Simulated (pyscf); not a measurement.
Single points on ωB97X-D3(BJ)/def2-SVP structures (PySCF, gas phase). MP2 and CC: frozen core, UHF for open shells. ΔMP2 is the change of the MP2 total energy from the triple- to the quadruple-zeta basis.

SMILES: SC#C
```xyz
5

C     -0.4380     1.3620    -0.4340
C      0.3975     0.4888    -0.3588
S      1.6456    -0.6600    -0.2256
H     -1.1856     2.1326    -0.5027
H      0.8964    -1.7347    -0.5466
```

What is the homolytic dissociation enthalpy (298 K, CCSD(T)/def2-TZVPP + ΔMP2(QZVPP)) of the C–S bond of HC≡C–SH, to •C≡CH + SH•?

C–S to •C≡CH + SH•: 108.0 kcal/mol. The radicals are drawn with the spin at the cut bond; how far it spreads was not checked. The CCSD(T) − MP2 part came from Ansatz, without density fitting, on the same reference. An open-shell T1 diagnostic exceeds 0.045. A UHF reference is spin-contaminated (<S²> up to 1.15), which harms MP2 most. Left out: the spin-orbit lowering of SH. C₂H has a Π state close over its Σ ground state, and the state reached was not checked.
